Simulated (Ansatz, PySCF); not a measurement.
Potential energy curve for SMILES [SiH3][SiH3]. The Si1–H8 bond (Si1 also carries H, H, Si; H8 carries nothing else) is pulled apart rigidly from the PBE0/def2-TZVP optimised geometry.

UHF/LANL2DZ = unrestricted Hartree-Fock/LANL2DZ, with its core potentials past Ne in PySCF; RKS-B3LYP/3-21G = PySCF with restricted B3LYP/3-21G; RCCSDT(Q) = CCSDT(Q) on RHF/cc-pVDZ, frozen core run with Ansatz (a first-principles code).

Energies are in kJ/mol, each relative to the lowest point of its own curve near equilibrium.

| R / Å | UHF/LANL2DZ | RKS-B3LYP/3-21G | RCCSDT(Q) |
|---|---|---|---|
| 1.09 | 254.2 | 272.5 | 265.7 |
| 1.17 | 138.7 | 152.9 | 148.8 |
| 1.27 | 52.9 | 62.3 | 60.6 |
| 1.36 | 14.2 | 19.7 | 19.0 |
| 1.40 | 5.5 | 9.3 | 8.8 |
| 1.44 | 0.9 | 3.0 | 2.8 |
| 1.49 | 0.0 | 0.0 | 0.0 |
| 1.55 | 4.6 | 2.0 | 2.4 |
| 1.56 | … | 2.8 | 3.3 |
| 1.62 | … | 10.2 | 11.3 |
| 1.72 | 40.4 | 29.5 | 31.8 |
| 1.85 | 80.7 | 62.6 | 66.8 |
| 2.01 | 136.7 | 109.1 | 115.0 |
| 2.19 | 196.3 | 163.2 | 168.6 |
| 2.47 | 247.7 | 243.5 | 240.8 |
| 2.71 | 268.7 | 304.3 | 287.5 |
| 3.00 | 280.8 | … | — |
| 3.28 | … | 414.0 | — |
| 3.62 | 288.7 | … | — |
| 4.03 | 289.9 | 498.7 | — |
| 4.45 | … | 526.2 | — |
| 5.15 | 290.7 | 552.3 | — |

**Question.** Fill in the missing entries.

**Answer.** 
- 1.56, UHF/LANL2DZ: 5.9
- 1.62, UHF/LANL2DZ: 16.1
- 3.00, RKS-B3LYP/3-21G: 366.0
- 3.28, UHF/LANL2DZ: 286.0
- 3.62, RKS-B3LYP/3-21G: 459.2
- 4.45, UHF/LANL2DZ: 290.4

A dash means that the run gave no value there, or that the column was ended at a point which the program doubted or which failed a test of continuity chosen for this set; such a test can also cut sound points.

The unrestricted determinant behind UHF/LANL2DZ is spin-contaminated at 2.19 to 5.15 Å (<S²> up to 1.0, against 0.00 for a pure singlet). The restricted form behind RKS-B3LYP/3-21G keeps the bonding electrons paired and can't separate into open-shell fragments. The T1 diagnostic of CCSD on the restricted reference of RCCSDT(Q) exceeds 0.045 at 3.28 to 5.15 Å.
